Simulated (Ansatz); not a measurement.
Two isomers of C5H6O: A = `C#CCOC=C`, B = `CC(C)=C=C=O`.

Program: Ansatz. Geometries: PBE0-D4/def2-TZVP. ΔE: electronic, gas phase. CCSD(T)/CBS adds triple-zeta CCSD(T) − MP2 to the extrapolated MP2 energy (def2 sets, frozen cores). Functionals use def2-TZVPP. B3LYP here is the variant with VWN-RPA as its local correlation; programs differ in this. One conformer a species, not always the lowest.

A:

```xyz
12

C     2.444    1.696    1.200
C     1.603    0.953    0.780
C     0.610    0.021    0.280
O    -0.513    0.736   -0.194
C    -1.515   -0.015   -0.689
C    -1.578   -1.339   -0.789
H     3.186    2.362    1.572
H     1.038   -0.583   -0.532
H     0.306   -0.667    1.079
H    -2.324    0.625   -1.024
H    -2.467   -1.782   -1.217
H    -0.792   -2.007   -0.468
```

B:

Z-matrix (Å, degrees):
```
C
C 1 1.496
H 1 1.095 2 110.0
H 1 1.088 2 111.9 3 -121.7
H 1 1.095 2 110.0 3 116.7
C 2 1.493 1 115.5 3 -57.9
C 2 1.330 1 123.1 3 122.1
H 6 1.087 2 111.6 1 180.0
H 6 1.096 2 110.1 1 -58.4
H 6 1.095 2 110.1 1 58.4
C 7 1.285 2 149.5 1 -0.1
O 11 1.167 7 171.3 2 -179.9
```

Question: Which isomer does CCSD(T)/CBS put lower? Give the gap. (Best estimate.)

Answer: The calculation gave: B, by 105.5 kJ/mol.

Question: Give E(B) − E(A) in kJ/mol with B3LYP-D4, PBE-D4, B2PLYP, ωB97M-V, HF/def2-TZVPP, B3LYP, PBE0-D4. (An estimate is asked.)

Answer: Computed: B3LYP-D4 -130.5, PBE-D4 -151.4, B2PLYP -124.5, ωB97M-V -112.1, HF/def2-TZVPP -89.3, B3LYP -129.8, PBE0-D4 -136.5. None reverses the order clearly.

Largest T1 diagnostic: 0.016.

In def2-TZVPP, CCSD(T) changes the Hartree–Fock value by −20.0 kJ/mol (the triples alone add −10.7 kJ/mol) and MP2 by −29.1 kJ/mol. From PBE to PBE0 (25 % exact exchange), in def2-TZVPP and without D4, E(B) − E(A) moves by +14.9 kJ/mol.
